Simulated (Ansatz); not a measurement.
# AlH4NSi (SMILES [AlH2][N]=[SiH2]): functionals against CCSD(T) at one geometry

How do the functionals fare away from a minimum? The structure is a structure displaced at random from a GFN2-xTB minimum.

The runs use Ansatz 0.2.0, Gaussian basis; single points in def2-TZVPP.

Cores are frozen in the correlated methods.

## 1. The system as given

SMILES `[AlH2][N]=[SiH2]`, 7 atoms, charge 0, spin multiplicity 1.

Atoms are counted from 1 here; the program's logs count them from 0.

Bond lengths: Al1–N2 1.737 Å, Al1–H4 1.531 Å, Al1–H5 1.522 Å, N2–Si3 1.613 Å, Si3–H6 1.426 Å, Si3–H7 1.516 Å. Angles: N2–Al1–H4 125.1°, N2–Al1–H5 127.2°, H4–Al1–H5 107.5°, Al1–N2–Si3 177.5°, N2–Si3–H6 125.3°, N2–Si3–H7 125.1°, H6–Si3–H7 109.5°.

Geometry (Å):

```
Al   -1.38940    0.43700   -0.81680
N     0.05390   -0.01670    0.03730
Si    1.41150   -0.37000    0.83300
H    -1.78260   -0.06270   -2.20900
H    -2.54150    1.28210   -0.29210
H     1.75200    0.10330    2.13470
H     2.48550   -1.32140    0.34420
```

## 2. CCSD(T)/def2-TZVPP

The input, run/in.yaml:

```yaml
crystal:
  periodic: [false, false, false]
  atoms:
    - {symbol: Al, position_ang: [-1.389400, 0.437000, -0.816800]}
    - {symbol: N, position_ang: [0.053900, -0.016700, 0.037300]}
    - {symbol: Si, position_ang: [1.411500, -0.370000, 0.833000]}
    - {symbol: H, position_ang: [-1.782600, -0.062700, -2.209000]}
    - {symbol: H, position_ang: [-2.541500, 1.282100, -0.292100]}
    - {symbol: H, position_ang: [1.752000, 0.103300, 2.134700]}
    - {symbol: H, position_ang: [2.485500, -1.321400, 0.344200]}
basis:
  gaussian: {orbitals: def2-TZVPP}
correlation: {method: ccsd_t}
output: {forces: true}
```

No record of the launch command was kept for these runs.

## 3. PBE0-D4/def2-TZVPP

run/in.yaml, as its differences from that of step 2:

```diff
@@ -12,3 +12,3 @@
   gaussian: {orbitals: def2-TZVPP}
-correlation: {method: ccsd_t}
-output: {forces: true}
+hamiltonian: {xc: pbe0, dispersion: d4}
+output: {forces: true, orbitals: {seedname: orbitals}}
```

## 4. wB97M-V/def2-TZVPP

run/in.yaml, as its differences from that of step 3:

```diff
@@ -12,3 +12,3 @@
   gaussian: {orbitals: def2-TZVPP}
-hamiltonian: {xc: pbe0, dispersion: d4}
-output: {forces: true, orbitals: {seedname: orbitals}}
+hamiltonian: {xc: {name: wB97M-V}}
+output: {forces: true}
```

## 5. r2SCAN-D4/def2-TZVPP

run/in.yaml, as its differences from that of step 4:

```diff
@@ -12,3 +12,3 @@
   gaussian: {orbitals: def2-TZVPP}
-hamiltonian: {xc: {name: wB97M-V}}
+hamiltonian: {xc: r2scan, dispersion: d4}
 output: {forces: true}
```

## 6. PBE-D4/def2-TZVPP

run/in.yaml, as its differences from that of step 5:

```diff
@@ -12,3 +12,3 @@
   gaussian: {orbitals: def2-TZVPP}
-hamiltonian: {xc: r2scan, dispersion: d4}
+hamiltonian: {xc: pbe, dispersion: d4}
 output: {forces: true}
```

## 7. r2SCANh-D4/def2-TZVPP

run/in.yaml, as its differences from that of step 6:

```diff
@@ -12,3 +12,3 @@
   gaussian: {orbitals: def2-TZVPP}
-hamiltonian: {xc: pbe, dispersion: d4}
+hamiltonian: {xc: {name: r2SCANh}, dispersion: d4}
 output: {forces: true}
```

## 8. BLYP-D4/def2-TZVPP

run/in.yaml, as its differences from that of step 7:

```diff
@@ -12,3 +12,3 @@
   gaussian: {orbitals: def2-TZVPP}
-hamiltonian: {xc: {name: r2SCANh}, dispersion: d4}
+hamiltonian: {xc: {name: BLYP}, dispersion: d4}
 output: {forces: true}
```

(Steps that only read results are left out.)

Before running it: what results should come out? Wanted: energy less free atoms, CCSD(T)/def2-TZVPP; RMS force component; RMS force error; HOMO and LUMO, PBE0-D4; T1 diagnostic.

The runs gave:

| quantity | value |
| --- | --- |
| energy less free atoms, CCSD(T)/def2-TZVPP | -1920.4 kJ/mol |
| RMS force component | 0.776 to 0.923 eV/Å over the methods |
| RMS force error | PBE0-D4 0.161, wB97M-V 0.148, r2SCAN-D4 0.098, PBE-D4 0.116, r2SCANh-D4 0.137, BLYP-D4 0.088 eV/Å |
| HOMO and LUMO, PBE0-D4 | -6.83 and -2.38 eV |
| T1 diagnostic | 0.017 |

What this shows: Against CCSD(T) the functionals' energies less atoms differ by -72.9 to -20.1 kJ/mol, PBE-D4 by -55.1 kJ/mol. A larger basis would deepen the CCSD(T) value, while the functionals are nearly converged already, so the order here is not reliable. For forces BLYP-D4 does best and PBE0-D4 worst. Frozen-core CCSD(T) forces in triple zeta carry basis errors of their own, and this is one geometry, so small gaps rank nothing.
